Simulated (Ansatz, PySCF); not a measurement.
This Ansatz (a quantum-chemistry and plane-wave program) input computes a SVWN5/def2-TZVPD energy:

Ansatz 0.2 input:
```yaml
crystal:
  periodic: [false, false, false]
  atoms:
    - {symbol: C, position_ang: [1.54226198, 0.72996162, 0.05913173]}
    - {symbol: C, position_ang: [0.03147153, 0.87647747, 0.07696837]}
    - {symbol: S, position_ang: [-0.75215962, -0.79176236, -0.15332890]}
    - {symbol: H, position_ang: [-2.03095721, -0.51767938, 0.19283843]}
    - {symbol: H, position_ang: [-0.35906008, 1.29008580, 1.00363141]}
    - {symbol: H, position_ang: [-0.34842124, 1.44480575, -0.77233556]}
    - {symbol: H, position_ang: [1.97076533, 1.73043328, 0.13310748]}
    - {symbol: H, position_ang: [1.90704565, 0.14971257, 0.90670344]}
    - {symbol: H, position_ang: [1.90018607, 0.28177778, -0.86753168]}
    - {symbol: H, position_ang: [-0.44740576, -1.34957244, 1.04024839]}
basis:
  gaussian:
    orbitals: def2-TZVPD
hamiltonian:
  xc: {name: SVWN5}
total_charge: 1
output: {forces: true}
```

Task: Write an input for the same energy in PySCF and say what it gives.

Result: 
```python
from pyscf import gto, scf, dft

mol = gto.M(
    atom='''
    C     1.54226198    0.72996162    0.05913173
    C     0.03147153    0.87647747    0.07696837
    S    -0.75215962   -0.79176236   -0.15332890
    H    -2.03095721   -0.51767938    0.19283843
    H    -0.35906008    1.29008580    1.00363141
    H    -0.34842124    1.44480575   -0.77233556
    H     1.97076533    1.73043328    0.13310748
    H     1.90704565    0.14971257    0.90670344
    H     1.90018607    0.28177778   -0.86753168
    H    -0.44740576   -1.34957244    1.04024839
    ''',
    basis='def2-tzvpd',
    charge=1,
    spin=0,
    verbose=4,
)

mf = dft.RKS(mol, xc='svwn').density_fit(auxbasis='def2-universal-jkfit')
mf.grids.level = 3
mf.conv_tol = 1e-9
mf.max_cycle = 100
mf.max_memory = 1500
mf.kernel()
if not mf.converged:
    mf = mf.newton()
    mf.kernel(mf.make_rdm1())
mf.analyze()
```
It gives -476.22027 Eh, and Ansatz -476.22017 Eh, a difference of 0.10 mEh, from the treatment of integrals and grids.

It need not be the lowest isomer of its formula.
